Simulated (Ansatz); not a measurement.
HC–SeH, triplet: reading a ladder of total energies

Geometry: displaced at random from a stationary point.

```
atom    x (Å)    y (Å)    z (Å)
   C  -0.1374   0.0766   1.5668
  Se   0.0124  -0.0303  -0.2607
   H   0.6675   0.0404   2.2869
   H   0.0008   1.4224  -0.5379
```

Basis cc-pVDZ; Ansatz 0.2.0. Only valence electrons are correlated (noble-gas cores and the filled d shells of p-block atoms frozen), which leaves 12 electrons in 36 orbitals. R marks a restricted (for open shells ROHF) determinant, U an unrestricted one. No spin–orbit coupling is included, and no scalar relativity.

Full CI isn't at hand for all of this; UCCSDT(Q) serves as the reference, and is uncertain by about the last step of the cluster series.

Runs differ by some tens of microhartree through their thresholds and, for an open shell, their frozen cores, so steps under 0.03 kcal/mol mean nothing.

```csv
level,total energy (hartree)
UHF,-2438.742132
UMP2,-2438.946841
UCCSD,-2438.980249
UCCSD(T),-2438.986881
UCCSDT,-2438.987925
UCCSDT(Q),-2438.988377
```

Q: What is the correlation energy at UCCSDT(Q), and what share of it do UMP2 and UCCSDT recover?

A: E(corr) = -2438.988377 − (-2438.742132) = -0.246245 hartree = -6.701 eV. UMP2: -0.204709 / -0.246245 = 83.13 %. UCCSDT: -0.245793 / -0.246245 = 99.82 %.

Q: By how many kcal/mol does UCCSD(T) miss UCCSDT(Q) (1 hartree = 627.509 kcal/mol), and which steps make up the rest?

A: -2438.986881 − (-2438.988377) = 0.001496 hartree = 0.94 kcal/mol. Steps: UCCSDT − UCCSD(T) = -0.66, UCCSDT(Q) − UCCSDT = -0.28 kcal/mol. Differences between like states or geometries often cancel part of this.
